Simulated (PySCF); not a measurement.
**CH (SMILES [CH]) at UB3LYP/cc-pVDZ**

Aim: the energy change on altering one bond length of CH at UB3LYP/cc-pVDZ, from 2 runs. Input form: a Python script.

The results are computed with PySCF 2.14.0.

12 further runs of the same task are left out: 2 that didn't finish, 10 set aside as unsound or not needed.

**1. The molecule**

The species is CH (2 atoms), meant as a doublet with charge 0. As SMILES, `[CH]`. The coordinates come from a GFN2-xTB relaxation.

Bond lengths: C1–H2 1.114 Å.

**2. The energy at UB3LYP/cc-pVDZ**

Contents of input.py:

```python
# CH
from pyscf import gto, dft

system = gto.M(
    atom='C 0.000000 0.000000 0.000000; H 0.000000 0.000000 1.114340',
    spin=1,
    max_memory=1860,
    verbose=3,
    basis='cc-pvdz',
)

ks = dft.UKS(system)
ks.xc = 'b3lyp'
ks.grids.level = 5
ks.conv_tol = 1e-10
ks.kernel()
if not ks.converged:
    ks = ks.newton().run(ks.mo_coeff, ks.mo_occ)

etot = ks.e_tot
print('E(%s) = %.9f' % ('B3LYP', etot))
```

Run with:

```bash
$ OMP_NUM_THREADS=1 python input.py
```

What it wrote:

```text
converged SCF energy = -38.4842859813642  <S^2> = 0.75246016  2S+1 = 2.0024587
E(B3LYP) = -38.484285981
```

It took 1.7 s on 1 thread of Arm Neoverse V2, shared host; peak memory 0.17 GiB.

**3. The distorted shape**

Contents of geometry.xyz:

```xyz
2
CH
C      0.000000     0.000000    -0.557160
H      0.000000     0.000000     1.114340
```

Contents of job.py:

```python
from pyscf import gto, dft

mol = gto.Mole()
mol.atom = 'geometry.xyz'
mol.charge = 0
mol.max_memory = 1860
mol.spin = 1
mol.verbose = 3
mol.basis = 'cc-pvdz'
mol.build()

mf = dft.UKS(mol)
mf.xc = 'b3lyp'
mf.conv_tol = 1e-10
mf.grids.level = 5
mf.kernel()
if not mf.converged:
    mf = mf.newton().run(mf.mo_coeff, mf.mo_occ)

etot = mf.e_tot
print('Final energy', etot)
```

Run with:

```bash
$ OMP_NUM_THREADS=1 python job.py
```

What it wrote:

```text
WARN: HOMO -0.134787969125128 >= LUMO -0.134787969125127

converged SCF energy = -38.4274631141474  <S^2> = 0.76110822  2S+1 = 2.0110775
Final energy -38.4274631141474
```

It took 1.8 s on 1 thread of Arm Neoverse V2, shared host; peak memory 0.17 GiB.

**4. Outcome**

Level: UB3LYP/cc-pVDZ.

| quantity | value |
| --- | --- |
| first shape: total energy | -38.48429 Eh |
| first shape: dipole moment | 1.46 D |
| first shape: HOMO energy (highest over α and β) | -6.85 eV |
| first shape: LUMO energy (lowest over α and β) | -3.80 eV |
| first shape: ⟨S²⟩ | 0.752 |
| distorted shape: total energy | -38.42746 Eh |
| distorted shape: dipole moment | 0.27 D |
| distorted shape: HOMO energy (highest over α and β) | -7.34 eV |
| distorted shape: LUMO energy (lowest over α and β) | -4.19 eV |
| distorted shape: ⟨S²⟩ | 0.761 |
| energy change with the C1–H2 bond stretched from 1.114 to 1.671 Å | 1.546 eV |

What this shows: With the C1–H2 bond stretched from 1.114 to 1.671 Å the energy rises by 1.55 eV (149 kJ/mol). The first shape isn't relaxed at this level, so the change isn't measured from a minimum.
